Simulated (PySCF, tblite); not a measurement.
# C2HCl2 radical: geometry, infrared bands and EPR parameters

Aim: predict the infrared bands and EPR parameters of C2HCl2 radical (`[CH]=C(Cl)Cl`).

The runs use tblite 0.8.0 and PySCF 2.14.0, with density-fitted response routines of our own; the level of theory stands in each step. All values are computed, except where a source is named. Atoms are numbered from 0 throughout.

### Step 1. Starting geometry

5 atoms, charge 0, multiplicity 2; geometry from: force field or distance geometry start.

Bonds of the start (Å): C0–C1 1.32, C1–Cl2 1.74, C1–Cl3 1.77, C0–H4 1.09.

### Step 2. Geometry optimisation with GFN2-xTB

Job settings and geometry (Å):

```
{"job": {"kind": "relax", "xc": "GFN2-xTB", "basis": "xTB"}, "charge": 0, "multiplicity": 2}
C     -0.739300    -0.746400    -0.276800
C      0.332500     0.020800    -0.198700
Cl     0.219700     1.756900    -0.307800
Cl     1.929000    -0.710300     0.043200
H     -1.733200    -0.318100    -0.415600
```

Run with:

```sh
$ OMP_NUM_THREADS=1 python probes_run.py task.json out
```

This one command runs all jobs of the session in turn.

**Question.** This job is followed by: GFN2-xTB harmonic vibrations, gas phase; UKS B3LYP, pcH-1 on C Cl H, non-relativistic, mean-field spin-orbit, GIAO. What will the session give for the following? strongest single infrared mode (GFN2-xTB); zero-point energy (GFN2-xTB); g(iso) (B3LYP); ⟨S²⟩; largest a(iso); surface potential, 1st and 99th percentile.

The runs gave:

| quantity | value |
| --- | --- |
| strongest single infrared mode (GFN2-xTB) | 682 cm⁻¹, 63 km/mol |
| zero-point energy (GFN2-xTB) | 11.6 kcal/mol |
| g(iso) (B3LYP) | 2.00051 |
| ⟨S²⟩ | 0.760 (exact 0.75) |
| largest a(iso) | 13C on C0, 231.3 MHz |
| surface potential, 1st and 99th percentile | -0.40 V and 1.82 V |

What this shows: Over 20 steps the energy fell by 0.233 eV; of the close pairs, C1–Cl3 changed most, 1.773 to 1.715 Å. No mode is imaginary among the 9: a minimum at this level. The strongest single mode, at 682 cm⁻¹, is spread over several atoms, C1, C0, H4, Cl3 among them. GFN2-xTB is a fitted tight-binding method: band positions and strengths are rough. Its intensities can rank the bands wrongly. Most of the unpaired spin sits on C0 (0.99 e). The isotropic g lies 1.8 ppt below the free-electron value.
